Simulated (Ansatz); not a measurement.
Species: H$_{2}$S (charge +1, doublet). SMILES of the parent species: S
Coordinates optimised at B3LYP-D3(BJ)/def2-TZVP (Ansatz, a first-principles code):
```
S
H 1 1.3640
H 1 1.3640 2 93.09
```
Charge +1, spin multiplicity 2.

Parts of the frozen-core correlation energy in cc-pV(D+d)Z (Ansatz, hartree). Frozen orbitals: 5; correlated occupied orbitals by spin: 4 and 3; virtual: 24 and 25. UHF or UKS for open shells. Spin-orbit coupling is left out. No relativistic terms.

```tsv
term	value
reference (HF)	-398.36061
MP2 opposite-spin	-0.09396
MP2 same-spin	…
CCSD correlation	…
(T)	…
CCSDT minus CCSD(T)	-0.00060
CCSDT(Q) minus CCSD(T)	-0.00074
T1 diagnostic	0.010
largest doubles amplitude	0.058
<S^2> of the reference	0.763
```

Question: Some entries are withheld; supply them.

Answer: 
- MP2 same-spin, value: -0.02283
- CCSD correlation, value: -0.14325
- (T), value: -0.00305
